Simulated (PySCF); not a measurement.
## C4H7: g tensor and hyperfine couplings

Species: C₄H₇ (doublet state).
Z-matrix (Å and degrees, GFN2-xTB geometry), rows numbered from 1:
```
C 
C   1  1.2893
C   2  1.5242  1  126.22
C   3  1.5233  2  110.60  1  -121.31
H   1  1.0651  2  138.73  3    -0.50
H   2  1.0850  1  120.85  3  -179.50
H   3  1.0909  2  109.54  1     0.43
H   3  1.0930  2  107.94  1   118.40
H   4  1.0878  3  110.40  2    60.48
H   4  1.0880  3  110.67  2   -59.59
H   4  1.0883  3  110.24  2  -179.65
```

The hyperfine couplings belong to this conformer and change with its torsions.

The species is `[H]/[C]=C\CC` [radical].

Method used: UKS B3LYP, pcH-1 on C H, non-relativistic, mean-field spin-orbit, GIAO in PySCF. Geometry: GFN2-xTB, one conformer, isolated molecule. Couplings are sensitive to structure, and on GFN2-xTB geometries they can be far from those on DFT ones. The SCF solution wasn't tested for stability.

| Quantity | Value |
| --- | --- |
| g1, g2, g3 | 2.00175, 2.00220, 2.00267 |
| g_iso | 2.00221 |
| Form of g | rhombic: the two nearest values differ by 49 % of g3 − g1 |
| ⟨S²⟩ | 0.7587 (exact 0.7500) |
| HOMO–LUMO gap, α and β orbitals | 6.60, 5.23 eV |
| Total energy | -156.55214 Eh |

Hyperfine couplings atom by atom, in MHz; T1 to T3 are the principal values of the dipolar part:

```csv
atom,isotope,a_iso,T1,T2,T3,Mulliken spin population
C1,13C,312.9,-81.6,-60.0,141.6,1.04
C2,13C,-18.6,-19.5,2.2,17.3,-0.17
C3,13C,83.5,-8.8,-7.9,16.7,0.08
C4,13C,-5.8,-0.6,-0.6,1.2,0.00
H5,1H,39.4,-32.4,-6.8,39.3,0.01
H6,1H,111.7,-6.5,-5.4,11.9,0.05
H7,1H,-5.5,-6.3,-1.5,7.8,0.00
H8,1H,-5.1,-4.2,-1.6,5.9,0.00
H9,1H,2.1,-1.6,-1.2,2.8,0.00
H10,1H,-0.1,-1.4,-0.8,2.2,0.00
H11,1H,5.7,-1.2,-0.6,1.8,0.00
```

The largest Mulliken spin populations are on C1 (+1.04), C2 (-0.17) and C3 (+0.08). C1 is the only atom above +0.15. The positive populations add up to 1.17 and the negative ones to -0.17, together 2S = 1.

Axes: g1 points within 10° of the C1–H5 bond and g2 points within 5° of the C2–C3 bond.

Under fast tumbling the dipolar parts average out, and these isotropic splittings remain: 1 × 1H (H6, I = 1/2, 2 lines) with 3.99 mT, 1 × 1H (H5, I = 1/2, 2 lines) with 1.41 mT, 2 × 1H (H7/H8, I = 1/2, 3 lines) with 0.19 mT and 3 × 1H (H9/H10/H11, I = 1/2, 4 lines) with 0.09 mT.

Nuclei that the bonding pattern makes equivalent are averaged, as if the motion that swaps them (rotation, inversion, ring flip) were fast. The three 1H nuclei of mean +2.6 MHz run from -0.1 to 5.7 MHz in the frozen geometry.

The 13C coupling of C1 (312.9 MHz) shows only in satellite lines or after enrichment, since that isotope makes up about 1.07 % of natural carbon.

Hardware: one thread of an Arm Neoverse V2, shared host. Cost: 13 s.
